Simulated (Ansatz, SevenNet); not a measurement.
For hcp Hf, the machine-learned potential SevenNet-0 (trained on PBE and PBE+U data) gives:

```
Item                   Value
-------------------  -------
lattice parameter a  3.181 Å
lattice parameter c  5.131 Å
```

Problem. What does r²SCAN-D4 (PAW; Ansatz, a program for electronic structure) give for the same quantities?

Solution. 
- lattice constant a: 3.194 Å (goes up by 0.4 %)
- lattice parameter c: 5.043 Å (drops by 1.7 %)

For comparison: lattice constant a 3.194 Å (measured, 293 K, not corrected to a static lattice, our sources range from 3.194 to 3.200; as tabulated in Wikipedia's data pages); lattice parameter c 5.051 Å (measured, 293 K, not corrected to a static lattice; as tabulated in Wikipedia's data pages).

Changes are worked out from the printed values.

Unless a cell is named, each level is at its own relaxed cell (SevenNet-0 22.49, r²SCAN-D4 22.28 Å³/atom).

Levels without +SOC leave out spin–orbit coupling, which shifts energies and cells of such heavy elements.

Ansatz's density-functional and Hartree–Fock values are scalar-relativistic unless marked +SOC, with PAW data made under PBE.
